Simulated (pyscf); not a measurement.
PySCF, gas phase, ωB97X-D3(BJ)/def2-SVP geometries.

### Question
What is the homolytic dissociation enthalpy (298 K, ωB97M-D3(BJ)/def2-TZVP) of the P–Si bond of H₃Si–O–SiH₂–PH₂, to •H₂Si–O–SiH₃ + PH₂•?

### Answer
P–Si to •H₂Si–O–SiH₃ + PH₂•: 74.1 kcal/mol. The 7 functionals that were run give +68.2 (r²SCAN) to +77.9 kcal/mol (ωB97X-D3(BJ)). Other isomers of •H₂Si–O–SiH₃ were not searched in full and may lie lower.
